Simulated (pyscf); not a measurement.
PySCF, gas phase, ωB97X-D3(BJ)/def2-SVP geometries.

Q: For the elementary gas-phase step O=Cr(=O)(F)–F + water (H₂O) → O=Cr(=O)(OH)–F + hydrogen fluoride (HF) (singlet surface; Cr–F, H–O broken, Cr–O, F–H formed), what barrier and reaction energy does ωB97M-D3(BJ)/def2-TZVP give, measured from the separated reactants?

A: ΔE‡ = 12.7 kcal/mol, ΔE = +2.2 kcal/mol. Zero-point energy shifts the barrier by +0.2 kcal/mol. It is a four-centre exchange, with an imaginary mode of 584i cm⁻¹. On the reactant side the descent ends in a complex, 4.6 kcal/mol under the separated species and 16.9 kcal/mol under the saddle at ωB97X-D3(BJ)/def2-TZVP. This is the saddle that the search found; another between the same sides may lie lower.
